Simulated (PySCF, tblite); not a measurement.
**C5H12N radical: geometry, infrared bands and EPR parameters**

Wanted: the infrared bands and EPR parameters of C5H12N radical (`[CH2]C[C@H](C)NC`), by calculation.

Computed with tblite 0.8.0 and PySCF 2.14.0, with density-fitted response routines of our own, on a single molecule in the gas phase. Atoms count from 0, in the outputs and in this text.

## 1. The molecule as given

18 atoms, charge 0, multiplicity 2; geometry from: force field or distance geometry start.

Bonds of the start (Å): C0–C1 1.48, C1–C2 1.50, C2–C3 1.51, C2–N4 1.42, N4–C5 1.45, C0–H6 1.11, C0–H7 1.13, C1–H8 1.14, C1–H9 1.11, C2–H10 1.13, C3–H11 1.10, C3–H12 1.13, C3–H13 1.12, N4–H14 1.04, C5–H15 1.13, C5–H16 1.08, C5–H17 1.14.

## 2. Relaxing the molecule with GFN2-xTB

Job settings and geometry (Å):

```
{"job": {"kind": "relax", "xc": "GFN2-xTB", "basis": "xTB"}, "charge": 0, "multiplicity": 2}
C     -0.341800     1.868800    -0.431800
C     -0.947900     0.601600     0.045100
C     -0.322000    -0.573400    -0.644700
C     -0.957900    -1.849300    -0.148500
N      1.077700    -0.702200    -0.445100
C      1.822100     0.418300    -0.973900
H     -1.131800     2.453800    -0.948400
H      0.040100     2.466300     0.448300
H     -0.835300     0.519500     1.176100
H     -2.038800     0.645600    -0.135000
H     -0.581800    -0.535600    -1.744000
H     -2.054800    -1.844500    -0.136300
H     -0.593200    -1.986400     0.912900
H     -0.594600    -2.676200    -0.807900
H      1.299900    -0.821100     0.567900
H      1.967600     1.170200    -0.147300
H      1.355100     0.860500    -1.846100
H      2.828700    -0.009600    -1.282200
```

On the command line:

```
> OMP_NUM_THREADS=1 python probes_run.py task.json out
```

One launch serves the whole session: the jobs run in the order shown.

**Question.** This job is followed by: GFN2-xTB harmonic vibrations, gas phase; UKS B3LYP, pcH-1 on C H N, non-relativistic, mean-field spin-orbit, GIAO. What will the session give for the following? strongest single infrared mode (GFN2-xTB); zero-point energy (GFN2-xTB); g(iso) (B3LYP); ⟨S²⟩; largest a(iso) (averaged by class); potential on the surface of density 0.002 e/bohr³, 1st and 99th percentile.

The runs gave:

| quantity | value |
| --- | --- |
| strongest single infrared mode (GFN2-xTB) | 789 cm⁻¹, 125 km/mol |
| zero-point energy (GFN2-xTB) | 100.1 kcal/mol |
| g(iso) (B3LYP) | 2.00261 |
| ⟨S²⟩ | 0.755 (exact 0.75) |
| largest a(iso) (averaged by class) | 1H on H9, 133.7 MHz |
| potential on the surface of density 0.002 e/bohr³, 1st and 99th percentile | -1.48 V and 1.23 V |

**Reading.** Relaxing lowered the energy by 0.972 eV in 99 steps; the close pair that moved most is C1–C2, from 1.499 to 1.563 Å. No mode is imaginary among the 48: a minimum at this level. The strongest single mode, at 789 cm⁻¹, is spread over many atoms; the largest shares are those of H14, N4. GFN2-xTB is a fitted tight-binding method: band positions and strengths are rough. Its intensities can rank the bands wrongly. Most of the unpaired spin sits on C0 (0.96 e). The isotropic g lies 0.3 ppt above the free-electron value.
